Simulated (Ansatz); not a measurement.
**SiH3Cl (singlet): the correlation ladder at a displaced geometry (v1), cc-pVDZ**

An exercise on one series of results from a longer session: the logs are not shown, and one member is left open.

The runs use Ansatz 0.2.0, Gaussian basis; cc-pVDZ, core rule «outside noble gas», up to 10 orbitals frozen.

To be run: UHF; CCSD(T) on RHF; BCCD(T) on RHF; CISD; CCSDT(Q) on RHF.

16 further runs of the same task are left out: 3 for a known fault of the program, 7 that didn't finish, 6 set aside as unsound or not needed.

## What is computed

The geometry is a PBE0/def2-TZVP stationary point (not a proven minimum) with its atoms shifted at random (size 0.040 Å).

5 atoms, charge 0, spin multiplicity 1.

Atoms are counted from 1 here; the program's logs count them from 0.

Bond lengths: Si1–Cl2 2.053 Å, Si1–H3 1.508 Å, Si1–H4 1.489 Å, Si1–H5 1.577 Å. Angles: Cl2–Si1–H3 106.7°, Cl2–Si1–H4 110.7°, Cl2–Si1–H5 110.6°, H3–Si1–H4 113.2°, H3–Si1–H5 107.4°, H4–Si1–H5 108.1°.

Set-up of the first run:

Contents of in.yaml:

```yaml
crystal:
  periodic: [false, false, false]
  atoms:
    - {symbol: Si, position_ang: [-1.070422, 0.000609, 0.011340]}
    - {symbol: Cl, position_ang: [0.982445, -0.000817, -0.005711]}
    - {symbol: H, position_ang: [-1.503979, 1.444311, -0.038914]}
    - {symbol: H, position_ang: [-1.588170, -0.726209, 1.203492]}
    - {symbol: H, position_ang: [-1.637566, -0.706338, -1.279687]}
basis:
  gaussian: {orbitals: cc-pVDZ}
magnetization: {spin_polarized: true, initial_magnetization: 0}
hamiltonian: {xc: hf}
output: {orbitals: {seedname: orbitals}}
```

Started as:

```bash
$ ansatz run in.yaml --threads 1 --pin off --events-out ev --progress --plain --max-ram 2393MiB
```

Among the steps run: UHF; CCSD(T) on RHF; BCCD(T) on RHF; CISD; CCSDT(Q) on RHF.

One of the session's tables, all rows but one given; the rest of the session is left out.

| method | from RCCSDT(Q) (meV) |
| --- | --- |
| RHF | +7667.0 |
| RMP2 | +1137.0 |
| CISD | +818.7 |
| RCCSD | +177.2 |
| RCCSD(T) | ? |
| BCCD(T) | +29.7 |
| RCCSDT | +11.1 |
| RCCSDT(Q) | 0 |

Estimate the missing values for RCCSD(T).

**Answer.** from RCCSDT(Q) (meV): +30.5. In the column «from RCCSDT(Q) (meV)» it lies between BCCD(T) (+29.7) and RCCSD (+177.2).
